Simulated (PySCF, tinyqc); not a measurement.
G0W0 on RHF in the sto-3g basis, for HF, spin multiplicity 1, step by step. The lowest restricted solution is unstable here: a spin-polarised one lies 0.0095 hartree lower (PySCF). Computed by tinyqc, a small Python program that keeps every step (integrals from PySCF). Settings: charge = 0, multiplicity = 1, basis = sto-3g, method = RHF, energy threshold = 1e-10, iteration cap = 52, orthogonalisation = symmetric, start = atomic densities, DIIS depth = 6. Command: `OMP_NUM_THREADS=1 python tinyqc.py 20995 20996 out.jsonl` (the two numbers bound the seeds that draw the settings). One thread of a shared host (Intel(R) Xeon(R) Processor @ 2.60GHz), about 0.1 s of CPU time with the checks. The early iterations of the SCF are left out here.

## One-electron integrals

Geometry (angstrom):

| atom | x | y | z |
|---|---|---|---|
| F | 0.000000 | 0.000000 | 0.000000 |
| H | 0.000000 | 0.000000 | 1.303000 |

Basis sto-3g: exponents (1/bohr^2) and contraction coefficients of normalised primitives:

| element | l (shell) | exponent | coefficient |
|---|---|---|---|
| F | s (1) | 166.679130 | 0.154329 |
| F | s (1) | 30.360812 | 0.535328 |
| F | s (1) | 8.216821 | 0.444635 |
| F | s (2) | 6.464803 | -0.099967 |
| F | s (2) | 1.502281 | 0.399513 |
| F | s (2) | 0.488588 | 0.700115 |
| F | p (3) | 6.464803 | 0.155916 |
| F | p (3) | 1.502281 | 0.607684 |
| F | p (3) | 0.488588 | 0.391957 |
| H | s (1) | 3.425251 | 0.154329 |
| H | s (1) | 0.623914 | 0.535328 |
| H | s (1) | 0.168855 | 0.444635 |

Overlap, kinetic and nuclear-attraction integrals over the contracted functions; the nuclear repulsion is the sum of Za Zb / Rab.

nuclear repulsion = 3.65509969 hartree

overlap S:
```
           1F 1s     1F 2s    1F 2px    1F 2py    1F 2pz     2H 1s
1F 1s   1.000000  0.237990  0.000000  0.000000  0.000000  0.019827
1F 2s   0.237990  1.000000  0.000000  0.000000  0.000000  0.235961
1F 2px  0.000000  0.000000  1.000000  0.000000  0.000000  0.000000
1F 2py  0.000000  0.000000  0.000000  1.000000  0.000000  0.000000
1F 2pz  0.000000  0.000000  0.000000  0.000000  1.000000  0.210808
2H 1s   0.019827  0.235961  0.000000  0.000000  0.210808  1.000000
```

kinetic energy T (hartree):
```
            1F 1s      1F 2s    1F 2px    1F 2py    1F 2pz      2H 1s
1F 1s   36.984577  -0.212858  0.000000  0.000000  0.000000  -0.006488
1F 2s   -0.212858   1.037995  0.000000  0.000000  0.000000   0.004467
1F 2px   0.000000   0.000000  3.248015  0.000000  0.000000   0.000000
1F 2py   0.000000   0.000000  0.000000  3.248015  0.000000   0.000000
1F 2pz   0.000000   0.000000  0.000000  0.000000  3.248015   0.063923
2H 1s   -0.006488   0.004467  0.000000  0.000000  0.063923   0.760032
```

nuclear attraction V (hartree):
```
             1F 1s       1F 2s      1F 2px      1F 2py      1F 2pz      2H 1s
1F 1s   -77.415702   -9.273462    0.000000    0.000000   -0.007457  -0.790831
1F 2s    -9.273462  -11.947203    0.000000    0.000000   -0.093053  -1.974070
1F 2px    0.000000    0.000000  -11.839439    0.000000    0.000000   0.000000
1F 2py    0.000000    0.000000    0.000000  -11.839439    0.000000   0.000000
1F 2pz   -0.007457   -0.093053    0.000000    0.000000  -11.885333  -1.500945
2H 1s    -0.790831   -1.974070    0.000000    0.000000   -1.500945  -4.848039
```

core Hamiltonian H = T + V (hartree):
```
             1F 1s       1F 2s     1F 2px     1F 2py     1F 2pz      2H 1s
1F 1s   -40.431125   -9.486319   0.000000   0.000000  -0.007457  -0.797319
1F 2s    -9.486319  -10.909208   0.000000   0.000000  -0.093053  -1.969604
1F 2px    0.000000    0.000000  -8.591425   0.000000   0.000000   0.000000
1F 2py    0.000000    0.000000   0.000000  -8.591425   0.000000   0.000000
1F 2pz   -0.007457   -0.093053   0.000000   0.000000  -8.637318  -1.437022
2H 1s    -0.797319   -1.969604   0.000000   0.000000  -1.437022  -4.088007
```

## Two-electron integrals

Functions are numbered as in S; the eight-fold symmetry (ij|kl) = (ji|kl) = (kl|ij) leaves the list below.

Two-electron integrals (ij|kl) in chemists' order, unique and non-zero (hartree):
```
(11|11) 5.403501   (21|11) 0.841920   (21|21) 0.156299   (22|11) 1.268028
(22|21) 0.292344   (22|22) 0.926167   (31|31) 0.027998   (32|31) 0.043169
(32|32) 0.204588   (33|11) 1.264502   (33|21) 0.292403   (33|22) 0.925959
(33|33) 0.997514   (41|41) 0.027998   (42|41) 0.043169   (42|42) 0.204588
(43|43) 0.053770   (44|11) 1.264502   (44|21) 0.292403   (44|22) 0.925959
(44|33) 0.889973   (44|44) 0.997514   (51|51) 0.027998   (52|51) 0.043169
(52|52) 0.204588   (53|53) 0.053770   (54|54) 0.053770   (55|11) 1.264502
(55|21) 0.292403   (55|22) 0.925959   (55|33) 0.889973   (55|44) 0.889973
(55|55) 0.997514   (61|11) 0.070948   (61|21) 0.013071   (61|22) 0.024334
(61|33) 0.024299   (61|44) 0.024299   (61|51) 0.000507   (61|52) 0.000962
(61|55) 0.024408   (61|61) 0.001103   (62|11) 0.201389   (62|21) 0.047148
(62|22) 0.169395   (62|33) 0.166848   (62|44) 0.166848   (62|51) 0.003166
(62|52) 0.026065   (62|55) 0.174318   (62|61) 0.004004   (62|62) 0.040013
(63|31) 0.004668   (63|32) 0.028693   (63|53) 0.005311   (63|63) 0.005634
(64|41) 0.004668   (64|42) 0.028693   (64|54) 0.005311   (64|64) 0.005634
(65|11) 0.146185   (65|21) 0.034635   (65|22) 0.133360   (65|33) 0.127915
(65|44) 0.127915   (65|51) 0.006672   (65|52) 0.047792   (65|55) 0.144095
(65|61) 0.003045   (65|62) 0.038817   (65|65) 0.043098   (66|11) 0.402269
(66|21) 0.095668   (66|22) 0.397493   (66|33) 0.385972   (66|44) 0.385972
(66|51) 0.006986   (66|52) 0.082615   (66|55) 0.420235   (66|61) 0.008147
(66|62) 0.127922   (66|65) 0.145383   (66|66) 0.774606
```

## Orthogonalisation

S = U s U^T; symmetric (Loewdin) form X = U s^(-1/2) U^T, so that X^T S X = 1.

eigenvalues of S: 0.636760  0.855710  1.000000  1.000000  1.125811  1.381719

X:
```
            1F 1s      1F 2s    1F 2px    1F 2py     1F 2pz      2H 1s
1F 1s    1.022540  -0.126225  0.000000  0.000000  -0.002444   0.012757
1F 2s   -0.126225   1.045923  0.000000  0.000000   0.020684  -0.128846
1F 2px   0.000000   0.000000  1.000000  0.000000   0.000000   0.000000
1F 2py   0.000000   0.000000  0.000000  1.000000   0.000000   0.000000
1F 2pz  -0.002444   0.020684  0.000000  0.000000   1.018007  -0.112646
2H 1s    0.012757  -0.128846  0.000000  0.000000  -0.112646   1.040929
```

## Iteration 7 (converged): orbitals

converged F (hartree):
```
             1F 1s      1F 2s     1F 2px     1F 2py     1F 2pz      2H 1s
1F 1s   -25.920382  -6.625900   0.000000   0.000000  -0.013887  -0.563986
1F 2s    -6.625900  -3.014866   0.000000   0.000000  -0.016450  -0.571660
1F 2px    0.000000   0.000000  -0.464112   0.000000   0.000000   0.000000
1F 2py    0.000000   0.000000   0.000000  -0.464112   0.000000   0.000000
1F 2pz   -0.013887  -0.016450   0.000000   0.000000  -0.200707  -0.401961
2H 1s    -0.563986  -0.571660   0.000000   0.000000  -0.401961  -0.256732
```

Diagonalise F' = X^T F X, C = X C', fill 5 alpha and 5 beta electrons from the bottom; D = 2 C_occ C_occ^T. Each column has its largest component positive (the first on a tie).

F' = X^T F X (hartree):
```
            1          2          3          4          5          6
1  -25.452526  -3.390113   0.000000   0.000000  -0.029629  -0.028363
2   -3.390113  -1.828698   0.000000   0.000000   0.051667  -0.282790
3    0.000000   0.000000  -0.464112   0.000000   0.000000   0.000000
4    0.000000   0.000000   0.000000  -0.464112   0.000000   0.000000
5   -0.029629   0.051667   0.000000   0.000000  -0.118114  -0.389269
6   -0.028363  -0.282790   0.000000   0.000000  -0.389269  -0.081021
```

orbital energies (hartree): MO1 -25.929591, MO2 -1.409741, MO3 -0.465567, MO4 -0.464112, MO5 -0.464112, MO6 0.324541

coefficients C:
```
              MO1        MO2        MO3       MO4        MO5        MO6
1F 1s    0.995010  -0.259415   0.045372  0.000000   0.000000   0.047865
1F 2s    0.020405   1.003189  -0.230493  0.000000   0.000000  -0.258813
1F 2px   0.000000   0.000000   0.000000  0.634086   0.773262   0.000000
1F 2py   0.000000   0.000000   0.000000  0.773262  -0.634086   0.000000
1F 2pz   0.001079   0.018385   0.685332  0.000000   0.000000  -0.761211
2H 1s   -0.002688   0.089026   0.607864  0.000000   0.000000   0.857646
```

D after iteration 7:
```
            1F 1s      1F 2s    1F 2px    1F 2py     1F 2pz      2H 1s
1F 1s    2.118799  -0.500795  0.000000  0.000000   0.054799   0.003622
1F 2s   -0.500795   2.119863  0.000000  0.000000  -0.278996  -0.101706
1F 2px   0.000000   0.000000  2.000000  0.000000   0.000000   0.000000
1F 2py   0.000000   0.000000  0.000000  2.000000   0.000000   0.000000
1F 2pz   0.054799  -0.278996  0.000000  0.000000   0.940039   0.836445
2H 1s    0.003622  -0.101706  0.000000  0.000000   0.836445   0.754862
```

Within a degenerate level the vectors are fixed only up to a rotation; this is one choice.

## Convergence

Stop when the energy changes by less than 1e-10 hartree and every element of the error matrix X^T (F D S - S D F) X is below 3e-06.

Course of the cycle:

| iteration | E (hartree) | change | largest element of the error matrix |
|---|---|---|---|
| 1 | -99.07404503 | - | 6.61e-01 |
| 2 | -98.41024963 | 6.64e-01 | 3.31e-01 |
| 3 | -98.48715156 | -7.69e-02 | 2.20e-02 |
| 4 | -98.48754766 | -3.96e-04 | 2.35e-03 |
| 5 | -98.48755164 | -3.98e-06 | 3.89e-05 |
| 6 | -98.48755164 | -9.44e-10 | 1.40e-06 |
| 7 | -98.48755164 | -1.07e-12 | 6.58e-09 |

PySCF RHF in the same basis = -98.48755164 hartree

Converged in 7 iterations.

## Integrals over molecular orbitals

(pq|rs) = sum C_ip C_jq C_kr C_ls (ij|kl), one index at a time.

one-electron integrals over orbitals h = C^T H C (hartree):
```
            1          2          3          4          5          6
1  -40.413931   0.724947  -0.119330   0.000000   0.000000  -0.131070
2    0.724947  -9.120645   0.465191   0.000000   0.000000   0.720322
3   -0.119330   0.465191  -6.692103   0.000000   0.000000   2.317664
4    0.000000   0.000000   0.000000  -8.591425   0.000000   0.000000
5    0.000000   0.000000   0.000000   0.000000  -8.591425   0.000000
6   -0.131070   0.720322   2.317664   0.000000   0.000000  -5.951003
```

Two-electron integrals over orbitals (pq|rs), unique and non-zero (hartree):
```
(11|11) 5.364660    (21|11) -0.523743   (21|21) 0.080588    (22|11) 1.237559
(22|21) -0.023022   (22|22) 0.875989    (31|11) 0.090819    (31|21) -0.013594
(31|22) 0.005693    (31|31) 0.016786    (32|11) -0.111921   (32|21) 0.004539
(32|22) -0.045673   (32|31) 0.020487    (32|32) 0.130698    (33|11) 0.872442
(33|21) -0.008310   (33|22) 0.681366    (33|31) -0.001755   (33|32) -0.011232
(33|33) 0.664562    (41|41) 0.029529    (42|41) 0.040214    (42|42) 0.190300
(43|41) -0.006338   (43|42) -0.025533   (43|43) 0.034003    (44|11) 1.264027
(44|21) -0.015162   (44|22) 0.897238    (44|31) 0.002685    (44|32) -0.062276
(44|33) 0.667462    (44|44) 0.997514    (51|51) 0.029529    (52|51) 0.040214
(52|52) 0.190300    (53|51) -0.006338   (53|52) -0.025533   (53|53) 0.034003
(54|54) 0.053770    (55|11) 1.264027    (55|21) -0.015162   (55|22) 0.897238
(55|31) 0.002685    (55|32) -0.062276   (55|33) 0.667462    (55|44) 0.889973
(55|55) 0.997514    (61|11) 0.096722    (61|21) -0.015412   (61|22) 0.002781
(61|31) -0.012715   (61|32) -0.022892   (61|33) 0.004914    (61|44) 0.002847
(61|55) 0.002847    (61|61) 0.019140    (62|11) -0.140707   (62|21) 0.003807
(62|22) -0.078108   (62|31) -0.019914   (62|32) -0.080081   (62|33) -0.020935
(62|44) -0.077674   (62|55) -0.077674   (62|61) 0.019208    (62|62) 0.091317
(63|11) -0.429908   (63|21) 0.007161    (63|22) -0.246825   (63|31) 0.001340
(63|32) 0.075819    (63|33) -0.089779   (63|44) -0.253322   (63|55) -0.253322
(63|61) -0.004466   (63|62) 0.033125    (63|63) 0.239603    (64|41) -0.006358
(64|42) -0.026087   (64|43) -0.023036   (64|64) 0.028710    (65|51) -0.006358
(65|52) -0.026087   (65|53) -0.023036   (65|65) 0.028710    (66|11) 0.830336
(66|21) -0.008850   (66|22) 0.632701    (66|31) 0.009361    (66|32) 0.042132
(66|33) 0.642127    (66|44) 0.618174    (66|55) 0.618174    (66|61) -0.006773
(66|62) -0.050838   (66|63) -0.027702   (66|66) 0.666565
```

## Screening: direct RPA

With D = e_a - e_i and K = (ia|jb): diagonalise D^(1/2) (D + 4K) D^(1/2) = Z w^2 Z^T; X + Y = D^(1/2) Z w^(-1/2), each column of Z with its largest component positive (the first on a tie); E_c = (sum w - tr (D + 2K)) / 2.

D^(1/2) (D + 4K) D^(1/2) (hartree^2):
```
            1>6       2>6        3>6       4>6       5>6
1>6  691.289498  0.518456  -0.081367  0.000000  0.000000
2>6    0.518456  3.641211   0.155101  0.000000  0.000000
3>6   -0.081367  0.155101   1.381517  0.000000  0.000000
4>6    0.000000  0.000000   0.000000  0.712543  0.000000
5>6    0.000000  0.000000   0.000000  0.000000  0.712543
```

excitation energies w (hartree): 0.844123  0.844123  1.170855  1.910871  26.292392

X + Y:
```
             1         2          3          4          5
1>6   0.000000  0.000000   0.000800  -0.002758   0.999272
2>6   0.000000  0.000000  -0.082999   0.950456   0.000194
3>6   0.000000  0.000000   0.819557   0.043852  -0.000020
4>6  -0.119404  0.959182   0.000000   0.000000   0.000000
5>6   0.959182  0.119404   0.000000   0.000000   0.000000
```

RPA correlation energy = -0.05421237 hartree

Within a degenerate level the vectors are fixed only up to a rotation; this is one choice.

## G0W0 on Hartree-Fock: HOMO

W(p,q,m) = sqrt2 sum_ia (pq|ia) (X+Y)_ia,m; Sigma_c(x) = sum_(i,m) W^2/(x - e_i + w_m) + sum_(a,m) W^2/(x - e_a - w_m); solve x = e_p + Sigma_c(x) by Newton steps; Z = 1/(1 - dSigma/dx); 1 hartree = 27.211386 eV.

The 12 largest terms at x = e_p (hartree; W for the signs of X + Y given):

| q | m | W | term |
|---|---|---|---|
| 5 | 3 | -0.284487 | 0.069123 |
| 5 | 4 | -0.120127 | 0.007552 |
| 3 | 1 | -0.031248 | 0.001155 |
| 6 | 1 | 0.038945 | -0.000929 |
| 2 | 1 | -0.035386 | 0.000700 |
| 3 | 2 | -0.003890 | 0.000018 |
| 6 | 2 | 0.004848 | -0.000014 |
| 2 | 2 | -0.004405 | 0.000011 |
| 1 | 1 | -0.008625 | 2.83e-06 |
| 5 | 5 | 0.004010 | 6.11e-07 |
| 1 | 2 | -0.001074 | 4.38e-08 |

Newton steps (hartree):

| step | x | Sigma_c(x) | Z |
|---|---|---|---|
| 0 | -0.464112 | 0.077618 | 0.938659 |
| 1 | -0.391255 | 0.073126 | 0.945033 |
| 2 | -0.391000 | 0.073112 | 0.945053 |
| 3 | -0.391000 | 0.073112 | 0.945053 |

quasiparticle energy of the HOMO = -10.639660 eV

Hartree-Fock value = -12.629128 eV

## G0W0 on Hartree-Fock: LUMO

As before.

The 12 largest terms at x = e_p (hartree; W for the signs of X + Y given):

| q | m | W | term |
|---|---|---|---|
| 3 | 3 | 0.273813 | 0.038233 |
| 2 | 4 | 0.124723 | 0.004268 |
| 6 | 4 | -0.070025 | -0.002566 |
| 3 | 4 | 0.059401 | 0.001306 |
| 4 | 2 | 0.038945 | 0.000929 |
| 5 | 1 | 0.038945 | 0.000929 |
| 6 | 3 | -0.026148 | -0.000584 |
| 2 | 3 | 0.027696 | 0.000264 |
| 2 | 5 | 0.027169 | 0.000026 |
| 1 | 4 | 0.025467 | 0.000023 |
| 5 | 2 | 0.004848 | 0.000014 |
| 4 | 1 | -0.004848 | 0.000014 |

Newton steps (hartree):

| step | x | Sigma_c(x) | Z |
|---|---|---|---|
| 0 | 0.324541 | 0.042871 | 0.976332 |
| 1 | 0.366397 | 0.041873 | 0.977103 |
| 2 | 0.366414 | 0.041873 | 0.977104 |

quasiparticle energy of the LUMO = 9.970625 eV

Hartree-Fock value = 8.831203 eV
